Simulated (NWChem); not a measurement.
All runs are NWChem calculations. System: C2H3, charge 0, spin multiplicity 4, at the geometry of a parent with another charge or spin, in a state set for the comparison that need not be this species' ground state. Its SCF solution wasn't tested for a lower state. Level: UHF/def2-TZVP.

Job file:

```
start mol
memory heap 200 mb stack 900 mb global 1100 mb
geometry units angstroms nocenter noautoz
  C      0.248606     0.684719     0.000000
  C     -0.117510    -0.581819     0.000000
  H     -0.218070     1.678869     0.000000
  H     -1.186454    -0.887834     0.000000
  H      0.617945    -1.408438     0.000000
  symmetry group Cs
end
basis spherical
  * library def2-tzvp
end
scf
  uhf
  nopen 3
  maxiter 100
  thresh 1e-7
  semidirect memsize 60000000 filesize 0
  # guess.movecs holds the orbitals of an unrestricted PBE0 run
  vectors input guess.movecs output mol.movecs
end
task scf energy
```

Output (cleaned and shortened):

```
             Northwest Computational Chemistry Package (NWChem) 7.3.0
             --------------------------------------------------------

                                NWChem Input Module
                                -------------------

 Scaling coordinates for geometry "geometry" by  1.889725989
 (inverse scale =  0.529177249)

 Turning off AUTOSYM since
 SYMMETRY directive was detected!

                             Geometry "geometry" -> ""
                             -------------------------

 Output coordinates in angstroms (scale by  1.889725989 to convert to a.u.)

  No.       Tag          Charge          X              Y              Z
 ---- ---------------- ---------- -------------- -------------- --------------
    1 C                    6.0000     0.24860600     0.68471900     0.00000000
    2 C                    6.0000    -0.11751000    -0.58181900     0.00000000
    3 H                    1.0000    -0.21807000     1.67886900     0.00000000
    4 H                    1.0000    -1.18645400    -0.88783400     0.00000000
    5 H                    1.0000     0.61794500    -1.40843800     0.00000000

 Effective nuclear repulsion energy (a.u.)      28.0943661962

            Nuclear Dipole moment (a.u.)
            ----------------------------
        X                 Y               Z
 ---------------- ---------------- ----------------
    -0.0000056692    -0.0000056692     0.0000000000

      Symmetry information
      --------------------

 Group name             Cs
 Group number              2
 Group order               2
 No. of unique centers     5

      Symmetry unique atoms

     1    2    3    4    5


 Summary of "ao basis" -> "" (spherical)
 ------------------------------------------------------------------------------
       Tag                 Description            Shells   Functions and Types
 ---------------- ------------------------------  ------  ---------------------
 *                         def2-tzvp                  on all atoms

 Summary of "ao basis" -> "ao basis" (spherical)
 ------------------------------------------------------------------------------
       Tag                 Description            Shells   Functions and Types
 ---------------- ------------------------------  ------  ---------------------
 C                         def2-tzvp                11       31   5s3p2d1f
 H                         def2-tzvp                 4        6   3s1p

                                 NWChem SCF Module
                                 -----------------

  ao basis        = "ao basis"
  functions       =    80
  atoms           =     5
  alpha electrons =     9
  beta  electrons =     6
  charge          =   0.00
  wavefunction    = UHF
  use symmetry    = T
  symmetry adapt  = T

 Summary of "ao basis" -> "ao basis" (spherical)
 ------------------------------------------------------------------------------
       Tag                 Description            Shells   Functions and Types
 ---------------- ------------------------------  ------  ---------------------
 C                         def2-tzvp                11       31   5s3p2d1f
 H                         def2-tzvp                 4        6   3s1p

      Symmetry analysis of basis
      --------------------------

        a'         57
        a"         23

 Forming initial guess at       0.0s

   Symmetry analysis of molecular orbitals - initial alpha
   -------------------------------------------------------

  Numbering of irreducible representations:
[...]
  ----- ------------  ---------------      ----- ------------  ---------------
     4      0.282086  1 C  s                 35     -0.215792  2 C  s
     3      0.195158  1 C  s                 64      0.195630  3 H  s
    38      0.163832  2 C  py

 Vector    5  Occ=1.000000D+00  E=-5.976929D-01  Symmetry=a'
              MO Center= -3.2D-01, -3.6D-02,  3.0D-16, r^2= 1.8D+00
   Bfn.  Coefficient  Atom+Function         Bfn.  Coefficient  Atom+Function
  ----- ------------  ---------------      ----- ------------  ---------------
     7      0.245218  1 C  py                37     -0.209561  2 C  px
    70      0.206066  4 H  s                 38     -0.194393  2 C  py
    10      0.178349  1 C  py                64      0.168424  3 H  s
    40     -0.162203  2 C  px

 Vector    6  Occ=1.000000D+00  E=-5.560160D-01  Symmetry=a'
              MO Center=  1.1D-02, -4.8D-01,  5.1D-16, r^2= 1.9D+00
   Bfn.  Coefficient  Atom+Function         Bfn.  Coefficient  Atom+Function
  ----- ------------  ---------------      ----- ------------  ---------------
    76      0.247084  5 H  s                 37      0.223573  2 C  px
    38     -0.183505  2 C  py                40      0.182958  2 C  px
    70     -0.159794  4 H  s                 75      0.151956  5 H  s

 Vector    7  Occ=0.000000D+00  E= 3.947819D-02  Symmetry=a"
              MO Center=  2.5D-02, -3.8D-02,  6.1D-15, r^2= 2.3D+00
   Bfn.  Coefficient  Atom+Function         Bfn.  Coefficient  Atom+Function
  ----- ------------  ---------------      ----- ------------  ---------------
    45      0.379384  2 C  pz                14      0.288880  1 C  pz
    39      0.221219  2 C  pz                 8      0.193967  1 C  pz
    42      0.158599  2 C  pz

 Vector    8  Occ=0.000000D+00  E= 1.146692D-01  Symmetry=a'
              MO Center=  5.4D-01,  6.0D-01, -5.0D-15, r^2= 2.9D+00
   Bfn.  Coefficient  Atom+Function         Bfn.  Coefficient  Atom+Function
  ----- ------------  ---------------      ----- ------------  ---------------
    71      0.672141  4 H  s                 12      0.601009  1 C  px
    13      0.530903  1 C  py                36      0.517173  2 C  s
    65     -0.426844  3 H  s                 77     -0.386039  5 H  s
    43      0.331145  2 C  px                 6      0.244816  1 C  px
     4     -0.179477  1 C  s                  9      0.165932  1 C  px

 Vector    9  Occ=0.000000D+00  E= 1.876071D-01  Symmetry=a'
              MO Center= -3.1D-01, -1.2D+00,  5.7D-16, r^2= 5.4D+00
   Bfn.  Coefficient  Atom+Function         Bfn.  Coefficient  Atom+Function
  ----- ------------  ---------------      ----- ------------  ---------------
    36      4.232394  2 C  s                 77     -2.419715  5 H  s
    71     -1.966442  4 H  s                  5     -0.994551  1 C  s
    13      0.971518  1 C  py                35      0.662885  2 C  s
    65     -0.641676  3 H  s                 10      0.440029  1 C  py
    41      0.440286  2 C  py                 4     -0.433138  1 C  s

 center of mass
 --------------
 x =   0.05457389 y =   0.04283615 z =   0.00000000

 moments of inertia (a.u.)
 ------------------
          54.668173218272          -9.502390169471           0.000000000000
          -9.502390169471           9.771444157680           0.000000000000
           0.000000000000           0.000000000000          64.439617375952

  Mulliken analysis of the total density
  --------------------------------------

    Atom       Charge   Shell Charges
 -----------   ------   -------------------------------------------------------
    1 C    6     6.18   0.86  1.12  0.51  0.64  0.16  1.20  1.27  0.35  0.02  0.04  0.01
    2 C    6     6.27   0.85  1.12  0.49  0.64  0.11  1.26  1.32  0.39  0.02  0.05  0.01
    3 H    1     0.84   0.25  0.47  0.10  0.02
    4 H    1     0.86   0.25  0.48  0.10  0.02
    5 H    1     0.85   0.25  0.48  0.09  0.02

  Mulliken analysis of the alpha density
  --------------------------------------

    Atom       Charge   Shell Charges
 -----------   ------   -------------------------------------------------------
    1 C    6     4.14   0.43  0.56  0.30  0.37  0.12  0.95  1.07  0.32  0.01  0.03  0.00
    2 C    6     3.68   0.43  0.56  0.26  0.31  0.08  0.81  0.89  0.28  0.01  0.04  0.00
    3 H    1     0.36   0.11  0.20  0.03  0.02
    4 H    1     0.42   0.13  0.23  0.05  0.01
    5 H    1     0.40   0.12  0.22  0.03  0.01

   Mulliken analysis of the beta density
   -------------------------------------

    Atom       Charge   Shell Charges
 -----------   ------   -------------------------------------------------------
    1 C    6     2.04   0.43  0.56  0.21  0.27  0.04  0.26  0.21  0.04  0.01  0.01  0.00
    2 C    6     2.59   0.43  0.56  0.23  0.33  0.03  0.45  0.42  0.12  0.01  0.01  0.00
    3 H    1     0.47   0.13  0.27  0.07  0.01
    4 H    1     0.44   0.13  0.25  0.05  0.01
    5 H    1     0.46   0.13  0.26  0.06  0.01

   Mulliken analysis of the spin density
   -------------------------------------

    Atom       Charge   Shell Charges
 -----------   ------   -------------------------------------------------------
    1 C    6     2.10   0.00 -0.01  0.08  0.09  0.08  0.69  0.86  0.28  0.00  0.02  0.00
    2 C    6     1.08   0.00 -0.00  0.03 -0.02  0.05  0.36  0.47  0.16  0.00  0.03  0.00
    3 H    1    -0.11  -0.02 -0.06 -0.04  0.01
    4 H    1    -0.01   0.00 -0.01 -0.01  0.01
    5 H    1    -0.06  -0.01 -0.04 -0.02  0.01

       Multipole analysis of the density wrt the origin
       ------------------------------------------------

     L   x y z        total         alpha         beta         nuclear
     -   - - -        -----         -----         ----         -------
     0   0 0 0     -0.000000     -9.000000     -6.000000     15.000000

     1   1 0 0     -0.227768     -0.722133      0.494371     -0.000006
     1   0 1 0     -0.055452     -0.695042      0.639596     -0.000006
     1   0 0 1      0.000000      0.000000      0.000000      0.000000

     2   2 0 0     -9.666923    -11.224417     -6.622974      8.180469
     2   1 1 0     -0.832909     -4.075256     -1.216109      4.458455
     2   1 0 1     -0.000000      0.000000     -0.000000      0.000000
     2   0 2 0     -9.257591    -26.879492    -19.640972     37.262873
     2   0 1 1      0.000000     -0.000000      0.000000      0.000000
     2   0 0 2    -10.928420     -8.246612     -2.681808      0.000000

 Task  times  cpu:        0.7s     wall:        0.7s

 Total times  cpu:        0.8s     wall:        0.8s
```
